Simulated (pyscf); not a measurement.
## Elimination: H₂C=N–CH₃ -> HC≡N + CH₄

Gas phase, singlet surface, charge 0. Bonds broken: C1–H4, N2–C3. Bonds formed: C3–H4. PySCF, gas phase, ωB97X-D3(BJ)/def2-SVP geometries.

Transition state (Å):

```xyz
8

C      0.3788     0.3106    -0.6595
N      0.9898     0.5243     0.3707
C     -0.9970    -0.5518     1.2594
H     -0.7022    -0.2452    -0.5041
H      0.6331     0.5320    -1.7065
H     -0.2214    -1.2093     0.8982
H     -1.6248    -0.9398     2.0756
H     -1.0797     0.5040     1.0526
```

One imaginary mode, 1010i cm⁻¹; descent along it reached the two sides named, in the forms told below.

| bond | change | reactant side (Å) | saddle | product side |
|---|---|---|---|---|
| C1–H4 | breaks | 1.110 | 1.225 | 3.0 |
| N2–C3 | breaks | 1.457 | 2.428 | 4.0 |
| C3–H4 | forms | 2.582 | 1.814 | 1.080 |

Electronic energies relative to the reactant's lowest minimum found (eV):

```csv
level,barrier,reaction energy,reverse barrier
ωB97X-D3(BJ)/def2-TZVP,4.44,+0.03,4.41
PBE/def2-TZVP,3.67,+0.09,3.58
r²SCAN/def2-TZVP,3.87,+0.06,3.81
B3LYP-D3(BJ)/def2-TZVP,3.96,-0.02,3.98
PBE0-D3(BJ)/def2-TZVP,4.18,+0.20,3.98
M06-2X/def2-TZVP,4.37,-0.02,4.39
ωB97M-D3(BJ)/def2-TZVP,4.26,-0.07,4.33
HF/def2-TZVP,5.28,-0.29,5.57
```

With ωB97M-D3(BJ)/def2-TZVP energies and thermal terms (ideal gas, 1 atm, RRHO with modes under 100 cm⁻¹ raised to 100, one conformer, R ln 2 for chiral ones without a mode under 150 cm⁻¹), in eV:

```json
[
 {"T (K)": "298", "ΔH‡": "4.07", "ΔG‡": "4.07", "ΔH": "-0.20", "ΔG": "-0.59"},
 {"T (K)": "600", "ΔH‡": "4.09", "ΔG‡": "4.05", "ΔH": "-0.18", "ΔG": "-1.00"},
 {"T (K)": "900", "ΔH‡": "4.09", "ΔG‡": "4.03", "ΔH": "-0.20", "ΔG": "-1.40"},
 {"T (K)": "1200", "ΔH‡": "4.09", "ΔG‡": "4.01", "ΔH": "-0.22", "ΔG": "-1.80"}
]
```

On the reactant side the descent ends in a point that may be a rotor saddle (no frequency run), 0.09 eV over the lowest minimum found and 4.35 eV under the saddle at ωB97X-D3(BJ)/def2-TZVP. The same reactants have a lower exit, to H₂C=N• + CH₃• (no saddle counted: cutting one bond costs +3.42 eV at ωB97M-D3(BJ)/def2-TZVP, against +4.26 eV here). H₂C=N–CH₃ lies 0.39 eV over its isomer H₃C–CH=NH (electronic energy, ωB97M-D3(BJ)/def2-TZVP). This is the saddle that the search found; another between the same sides may lie lower. A restricted solution here is unstable towards spin polarisation, so biradical character is likely and single-reference numbers are less safe.
